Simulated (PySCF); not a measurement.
## How the method changes the constants of MgAl

State: ²Π (doublet), unpaired electrons π ↑. Set-up: basis Mg 3-21G, Al 3-21G; no relativity; PySCF 2.14. De refers to Mg + Al in their high-spin ground configurations, without counterpoise correction. The functionals are run spin-unrestricted. A positive dipole means Mg(−)Al(+). Levels whose curve was spin-contaminated or gave no clean fit are not listed.

| Level | Re (Å) | ωe (cm⁻¹) | De (eV) | μ (D) |
| --- | --- | --- | --- | --- |
| ROHF-MP2 | 3.283 | 65.2 | 0.097 | n/a |
| PBE | 2.879 | 216 | 0.59 | -1.41 |
| PW91 | 2.878 | 215 | 0.60 | -1.42 |
| BP86 | 2.894 | 208 | 0.52 | -1.38 |
| r²SCAN | 2.874 | 220 | 0.59 | -1.62 |
| M06-L | 2.863 | 219 | 0.52 | -1.69 |
| PBE0 | 2.909 | 200 | 0.476 | -1.60 |

The bond length runs from 2.863 Å (M06-L) to 3.283 Å (ROHF-MP2). De spans 0.10 eV (ROHF-MP2, perturbation theory) to 0.60 eV (PW91, GGA).

Correlated steps freeze 6 core orbitals. 3-21G is very small, so such numbers show the basis as much as the molecule. The state was picked by a PBE0 search and need not be the measured ground state.
